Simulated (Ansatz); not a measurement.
Mo₂Pt: from a trial structure to a relaxed crystal

Level of theory: Ansatz, DFT PBE, scalar-relativistic, plane waves, PAW.

The start puts Mo₂Pt on the sites of a reported Li2Pt cell (P6/mmm, No. 191), with Mo in place of Li, at a guessed volume.

The final relaxation ran on this input, with the default PAW datasets:

```yaml
crystal:
  lattice:
    - [4.5038661204, 0.0, 0.0]
    - [-2.2519330602, 3.9004624755, 0.0]
    - [0.0, 0.0, 2.6888953782]
  atoms:
    - { symbol: Mo, position: [0.3333333333, 0.6666666667, 0.5] }
    - { symbol: Mo, position: [0.6666666667, 0.3333333333, 0.5] }
    - { symbol: Pt, position: [0.0, 0.0, 0.0] }
basis:
  ecutwfc: 420
kpoints:
  mp_grid: { grid: [12, 12, 18] }
hamiltonian:
  xc: pbe
scf:
  occupations: { method: gaussian, width: 0.1 }
output:
  forces: true
  stress: true
  eigenvalues: true
  write_density: true
  write_potential: true
  elf: true
  volumetric_format: npy
relax:
  adjacent_minimum: "off"
  f_tol: 0.01
  max_steps: 80
  cell: { stress_tol: 0.05 }
```

Launched as:

```bash
ansatz run input.yaml --threads 1 --pin off --max-ram 2560MiB --backend cpu --events-out ev --progress --plain --runs-dir out
```

The run took 86 s on 1 thread of Arm Neoverse V1 (shared host), peak memory 0.48 GiB.

The program printed at the end:

```
SCF converged after 8 iterations
Free energy (F): -22434.950519 eV
Harris-Foulkes:  -22434.950519 eV  (|F-HF|=7.28e-12)
Internal energy: -22434.938297 eV  (E = F + TS)
E sigma→0 (E₀):  -22434.944408 eV
Entropy (-TS):   -0.012221 eV (-4.074 meV/atom)
Fermi energy:    21.274083 eV
--- Per-component energies (eV) ---
  E_band       = -267.715355
  E_kinetic    = 1520.458131
  E_local      = -3197.309682  (includes V_loc(G=0)·N_el)
  E_nonlocal   = 485.459441
  E_hartree    = 1130.961908
  E_xc         = -629.156824
  E_vxc        = -761.397469  (∫ρ·V_xc dr)
  E_paw        = -15856.670420  (= ΣΔE_a)
  E_vpaw       = -576.849874  (= ΣTr[D̂ρ^β])
  E_aug_tail   = 0.000282  (compensation charges beyond the density's cutoff)
  E_ewald      = -5888.681133
  E_smearing   = -0.012221  (= −TS)
  E_closure    = 0.000000  (closes the sum)
  Σ components = -22434.950519   (vs F -22434.950519, Δ=0.00e0)
--- Forces (eV/Å), atoms counted from 1 ---
  atom   1  Mo     0.00000000     0.00000000     0.00000000
  atom   2  Mo     0.00000000     0.00000000     0.00000000
  atom   3  Pt     0.00000000     0.00000000     0.00000000
  max |Σ_I F_I| component: 7.40e-17 eV/Å
--- Stress (GPa, compression-positive) ---
        0.000773       0.000000       0.000000
        0.000000       0.000773       0.000000
        0.000000       0.000000      -0.002272
  P = ⅓ Tr σ = -0.0002 GPa (-0.002 kbar)
--- Relaxed structure (5 steps of the walk, 5 accepted, 1 SCFs on fresh bases) ---
  F+E_penalty+E_count = -22434.95051857 eV   max|allowed force component| = 1.110e-16 eV/Å   (the final SCF, on the basis selected at the relaxed cell)
  cell:  # Å, volume = 47.2658 Å³
    - [4.487873, 0.000000, 0.0]
    - [-2.243937, 3.886612, 0.0]
    - [0.0, 0.0, 2.709784]
  atoms:
    - { symbol: Mo, position: [0.333333, 0.666667, 0.500000] }
    - { symbol: Mo, position: [0.666667, 0.333333, 0.500000] }
    - { symbol: Pt, position: [0.000000, 0.000000, 0.0] }
```

Absolute energies hang on the potentials; compare differences alone.

The result has space group P6/mmm (No. 191). Mo is coordinated by 5 Mo at 2.59–2.71 Å and 6 Pt at 2.92 Å; around Pt lie 2 Pt at 2.71 Å and 12 Mo at 2.92 Å.

Against the elements it lies at 0.04 eV/atom. The zero of energy is the elements' standard structures at the same level; no fitted shifts are applied.

For metals, differences of a few meV/atom aren't resolved. Spin–orbit coupling is left out.

Symmetry constrained the relaxation, so the result can be a saddle point.